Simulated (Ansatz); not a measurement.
Relaxation of H7NOSi (10 atoms, charge 0, multiplicity 1), to a largest force component of 0.03 eV/Å in at most 50 steps.

All numbers below come from RKS B3LYP/6-31G* (Ansatz).

```xyz
10
Properties=species:S:1:pos:R:3
Si -0.096 0.207 0.182
N -0.053 0.084 1.976
H -0.960 0.159 2.431
H 0.576 0.750 2.418
H 1.289 0.315 -0.321
H -0.819 1.443 -0.264
H -0.870 -0.930 -0.373
O 1.344 -2.232 0.757
H 0.704 -2.941 0.598
H 1.057 -1.844 1.619
```

Where does it end, and by what steps?

The run converged. After 8 steps the energy has fallen by 0.139 eV; O8 moved furthest, 0.49 Å.

| step | energy less start (eV) | largest force component (eV/Å) | accepted |
| --- | --- | --- | --- |
| 0 | 0.0000 | 0.661 | yes |
| 1 | -0.0052 | 1.764 | yes |
| 2 | -0.0797 | 1.392 | yes |
| 3 | -0.1145 | 0.789 | yes |
| 4 | -0.1276 | 0.321 | yes |
| 5 | -0.1040 | 1.410 | no |
| 6 | -0.1373 | 0.088 | yes |
| 7 | -0.1377 | 0.089 | yes |
| 8 | -0.1385 | 0.011 | yes |

```xyz
10
Properties=species:S:1:pos:R:3
Si -0.183 0.415 0.091
N -0.006 -0.022 1.787
H -0.863 -0.128 2.324
H 0.645 0.545 2.324
H 1.178 0.517 -0.483
H -0.892 1.709 -0.147
H -0.972 -0.656 -0.565
O 1.483 -2.488 1.155
H 0.790 -3.145 0.989
H 0.993 -1.735 1.548
```

Run time: 25 s on 1 thread of Arm Neoverse V1, with other jobs on the host, peak memory 0.13 GiB.
